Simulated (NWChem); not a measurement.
System: F cation, triplet

NWChem printed, in part:

```
             Northwest Computational Chemistry Package (NWChem) 7.3.0
             --------------------------------------------------------

                             Geometry "geometry" -> ""
                             -------------------------

 Output coordinates in angstroms (scale by  1.889725989 to convert to a.u.)

  No.       Tag          Charge          X              Y              Z
 ---- ---------------- ---------- -------------- -------------- --------------
    1 F                    9.0000     0.00000000     0.00000000     0.00000000

 Effective nuclear repulsion energy (a.u.)       0.0000000000

                                 NWChem DFT Module
                                 -----------------

 Summary of "ao basis" -> "ao basis" (spherical)
 ------------------------------------------------------------------------------
       Tag                 Description            Shells   Functions and Types
 ---------------- ------------------------------  ------  ---------------------
 F                           6-31g*                  6       14   3s2p1d

            General Information
            -------------------
          SCF calculation type: DFT
          Wavefunction type:  spin polarized.
          No. of atoms     :     1
          No. of electrons :     8
           Alpha electrons :     5
            Beta electrons :     3
          Charge           :     1
          Spin multiplicity:     3
          Use of symmetry is: off; symmetry adaption is: off
          Maximum number of iterations: 150
          AO basis - number of functions:    14
                     number of shells:     6
          Convergence on energy requested:  1.00D-06
          Convergence on density requested:  1.00D-05
          Convergence on gradient requested:  5.00D-04

              XC Information
              --------------
                        M06-L Method XC Functional
                         M06-L Exchange Functional  1.000
                       M06-L Correlation Potential  1.000

             Grid Information
             ----------------
          Grid used for XC integration:  xcoarse
          Radial quadrature: Mura-Knowles
          Angular quadrature: Lebedev.
          Tag              B.-S. Rad. Rad. Pts. Rad. Cut. Ang. Pts.
          ---              ---------- --------- --------- ---------
          F                   0.50       21           3.0       194
          Grid pruning is: on
          Number of quadrature shells:    21
          Spatial weights used:  Erf1

      Superposition of Atomic Density Guess
      -------------------------------------

 Sum of atomic energies:         -99.37233202

 Renormalizing density from       9.00 to      8

      Non-variational initial energy
      ------------------------------

 Total energy =     -91.987830
 1-e energy   =    -123.809860
 2-e energy   =      31.822030
 HOMO         =      -1.440523
 LUMO         =      -1.440523

     ---------------------------------------------
      Total Density - Mulliken Population Analysis
     ---------------------------------------------

    Atom       Charge   Shell Charges
 -----------   ------   -------------------------------------------------------
    1 F    9     8.00   2.00  1.20  3.00  0.80  1.00  0.00

     --------------------------------------------
      Spin Density - Mulliken Population Analysis
     --------------------------------------------

    Atom       Charge   Shell Charges
 -----------   ------   -------------------------------------------------------
    1 F    9     2.00   0.00  0.00  1.50  0.00  0.50  0.00

[...]

                         DFT ENERGY GRADIENTS

    atom               coordinates                        gradient
                 x          y          z           x          y          z
   1 F       0.000000   0.000000   0.000000    0.000000   0.000000  -0.000000
```

Level: M06-L/6-31G* (spherical d), spin-unrestricted. The open p shell is one determinant without spherical averaging. No stability test was run on the SCF state.

Which NWChem input produces such a log?

Several could match; the one computed here: the input that was run:
```
start job
memory heap 200 mb stack 900 mb global 1100 mb
charge 1
geometry units angstroms noautoz
  F      0.000000     0.000000     0.000000
end
basis spherical
  F library 6-31g*
end
dft
  odft
  mult 3
  xc m06-l
  grid xcoarse
  iterations 150
  mulliken
end
task dft gradient
```
